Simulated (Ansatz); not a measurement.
Mulliken charges of C3H4FN, SMILES `FC1C=NC1` from ωB97M-V/def2-TZVPP in Ansatz (PBE0-D4/def2-TZVP geometry).

```csv
atom,x (Å),y (Å),z (Å),charge (e)
F1,-1.528,-0.185,1.116,-0.222
C2,-0.417,0.340,0.509,0.147
C3,0.888,-0.380,0.672,-0.051
N4,1.146,-0.572,-0.567,-0.188
C5,-0.177,-0.020,-0.970,-0.108
H6,-0.378,1.410,0.733,0.089
H7,1.519,-0.636,1.520,0.124
H8,-0.118,0.796,-1.693,0.098
H9,-0.846,-0.799,-1.338,0.112
```

By hand: the dipole of these point charges (1 e Å = 4.8032 D).

Σ q r = (0.085, 0.255, -0.058) e Å, of length 0.275 e Å = 1.32 D.

How does the dipole of the full density compare? (An estimate is asked.)

The calculation gave: (-0.038, 0.271, 0.080) e Å, 1.37 D; the point charges give 0.96 times that, at 39° from its direction.

Point charges leave out the atoms' own dipoles, such as those of lone pairs, and Mulliken's split depends on the basis, so the two needn't agree.
